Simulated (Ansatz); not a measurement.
The input, for Ansatz 0.2.0:

```yaml
crystal:
  periodic: [false, false, false]
  atoms:
    - {symbol: Ge, position_ang: [0.000000, -0.024245, 0.000000]}
    - {symbol: H, position_ang: [0.000000, 0.873629, -1.251827]}
    - {symbol: H, position_ang: [0.000000, 0.873629, 1.251827]}
basis:
  gaussian: {orbitals: cc-pVDZ}
magnetization: {spin_polarized: false, initial_magnetization: 2}
correlation: {method: fic_mrcisd_q_relaxed, electrons: outside_noble_gas, active_space: {window: {electrons: 6, orbitals: 6}, shells: [{species: Ge, l: s, shell: 4}, {species: Ge, l: p, shell: 4}, {species: H, l: s, shell: 1}]}}
```

```sh
$ ansatz run in.yaml --threads 1 --pin off --events-out ev --progress --plain --max-ram 2393MiB
```

The program prints:

```
711 factors; integrals over basis functions are off by at most 1.1e-7 eV
mean field evaluation 1: about -56501.8061 eV, gradient 7.2e0 eV
mean field evaluation 2: about -56501.8168 eV, gradient 7.2e0 eV
mean field evaluation 4: about -56502.3921 eV, gradient 7.8e-1 eV
mean field evaluation 8: about -56502.4005 eV, gradient 9.0e-4 eV
mean field -56502.40050237 eV, -2076.4249197595 hartree, gradient 3.3e-6 eV, S^2 2.000000; 0 other end points of the search recorded, 0 dependent functions left out
reference -56502.40050237 eV, -2076.4249197595 hartree; 18, 16 occupied and 19, 21 virtual orbitals, 711 factors
state -56503.28184403 eV, -2076.4573084682 hartree
contracted CI cycle   1: correlation 0.00000000 eV, 0.0000000000 hartree, residual 9.16e0 eV
contracted CI cycle   2: correlation -1.56071310 eV, -0.0573551485 hartree, residual 1.95e0 eV
contracted CI cycle   3: correlation -1.63321382 eV, -0.0600195007 hartree, residual 5.80e-1 eV
contracted CI cycle   4: correlation -1.63945029 eV, -0.0602486869 hartree, residual 1.92e-1 eV
contracted CI cycle   5: correlation -1.64017586 eV, -0.0602753513 hartree, residual 6.60e-2 eV
contracted CI cycle   6: correlation -1.64026404 eV, -0.0602785915 hartree, residual 2.68e-2 eV
contracted CI cycle   7: correlation -1.64027914 eV, -0.0602791466 hartree, residual 1.12e-2 eV
contracted CI cycle   8: correlation -1.64028192 eV, -0.0602792486 hartree, residual 4.66e-3 eV
contracted CI cycle   9: correlation -1.64028240 eV, -0.0602792664 hartree, residual 1.94e-3 eV
contracted CI cycle  10: correlation -1.64028248 eV, -0.0602792693 hartree, residual 7.04e-4 eV
state -56503.28184403 eV, -2076.4573084682 hartree; corrected -56504.98466793 eV, -2076.5198860921 hartree
Total energy: -56504.98466793 eV, -2076.5198860921 hartree
Checks for a lower state left out: starts, orbital_swaps
```

For the same geometry and basis full CI lies 19.4 meV higher.

Ran on 1 thread of Intel Xeon Platinum 8488C, shared host: 1.2 s wall, 0.12 GiB peak host memory.
